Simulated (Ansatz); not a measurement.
Reaction (SMILES): F[CH]F → C atom + 2 F atom + H atom
B3LYP-D3(BJ)/def2-TZVP geometries, fixed; electronic energies without zero-point terms.

Basis-set convergence of the atomisation energy at r2SCAN with Ansatz (a quantum-chemistry and plane-wave program). Cartesian d functions, on some or all atoms, in 6-31G*, 6-31+G*; all else is spherical. The program fits the integrals of some runs and decomposes those of others, by size. Open shells are unrestricted. No added dispersion term, no relativity. Functions are those of the species that has most. Reference: the value in pcseg-4, 336.23 kcal/mol, itself unsure by roughly 0.19 kcal/mol (its mean distance from aug-pcseg-3, aug-cc-pVQZ, cc-pV5Z). Deviations are taken from unrounded values.

| basis | functions | atomisation energy (kcal/mol) |
|---|---|---|
| 6-31G* | 47 | 336.22 |
| 6-31+G* | 59 | 330.82 |
| cc-pVDZ | 47 | 329.59 |
| aug-cc-pVDZ | 78 | 329.83 |
| def2-SVP | 47 | 339.71 |
| def2-SVPD | 74 | 338.73 |
| pcseg-1 | 47 | 330.60 |
| aug-pcseg-1 | 78 | 334.77 |
| 6-311G** | 60 | 331.20 |
| 6-311+G** | 72 | 329.95 |
| def2-TZVP | 99 | 335.06 |
| def2-TZVPD | 126 | 335.08 |
| cc-pVTZ | 104 | 335.84 |
| aug-cc-pVTZ | 161 | 335.66 |
| pcseg-2 | 104 | 336.04 |
| aug-pcseg-2 | 161 | 336.59 |
| def2-TZVPP | 107 | 335.37 |
| def2-TZVPPD | 134 | 335.35 |
| cc-pVQZ | 195 | 336.05 |
| aug-cc-pVQZ | 286 | 335.95 |
| def2-QZVPP | 201 | 335.64 |
| def2-QZVPPD | 228 | 335.66 |
| pcseg-3 | 213 | 336.32 |
| aug-pcseg-3 | 304 | 336.37 |

What the diffuse functions change, pair by pair:
- 6-31G* to 6-31+G*: 12 more functions, deviation -0.01 to -5.41 kcal/mol
- cc-pVDZ to aug-cc-pVDZ: 31 more functions, deviation -6.64 to -6.40 kcal/mol
- def2-SVP to def2-SVPD: 27 more functions, deviation 3.48 to 2.50 kcal/mol
- pcseg-1 to aug-pcseg-1: 31 more functions, deviation -5.63 to -1.46 kcal/mol
- 6-311G** to 6-311+G**: 12 more functions, deviation -5.02 to -6.28 kcal/mol
- def2-TZVP to def2-TZVPD: 27 more functions, deviation -1.16 to -1.15 kcal/mol
- cc-pVTZ to aug-cc-pVTZ: 57 more functions, deviation -0.39 to -0.57 kcal/mol
- pcseg-2 to aug-pcseg-2: 57 more functions, deviation -0.19 to 0.36 kcal/mol
- def2-TZVPP to def2-TZVPPD: 27 more functions, deviation -0.85 to -0.88 kcal/mol
- cc-pVQZ to aug-cc-pVQZ: 91 more functions, deviation -0.18 to -0.28 kcal/mol
- def2-QZVPP to def2-QZVPPD: 27 more functions, deviation -0.59 to -0.56 kcal/mol
- pcseg-3 to aug-pcseg-3: 91 more functions, deviation 0.09 to 0.14 kcal/mol

They bring the value nearer the reference by more than 0.19 kcal/mol in 3 of 12 pairs.
